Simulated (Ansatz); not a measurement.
Basis-set extrapolation for `[CH]1CC1` radical (PBE0-D4/def2-TZVP geometry, frozen core, Ansatz). Multiplicity 2, UHF reference.

```tsv
	def2-TZVPP	def2-QZVPP
HF	-116.459966	-116.465284
MP2 correlation	-0.476040	-0.506435
CCSD(T) correlation	-0.528745	not run
```

Energies in hartree. Use E(X) = E(∞) + A·exp(−7.88·√X) for Hartree–Fock and E(X) = E(∞) + B·X^(−2.97) for correlation, with X = 3 and 4, and add CCSD(T) minus MP2 of the smaller set to the MP2 limit.

**Question.** What is the CCSD(T) energy at the basis-set limit?

**Answer.** HF limit: -116.465284 + (-0.005318) × 0.13774 = -116.46602. MP2 limit: -0.506435 + (-0.030395) × 0.74074 = -0.52895. Higher-order term: -0.528745 − (-0.476040) = -0.05271. Total: -117.04768 hartree, 37.0 kcal/mol below CCSD(T)/def2-TZVPP.
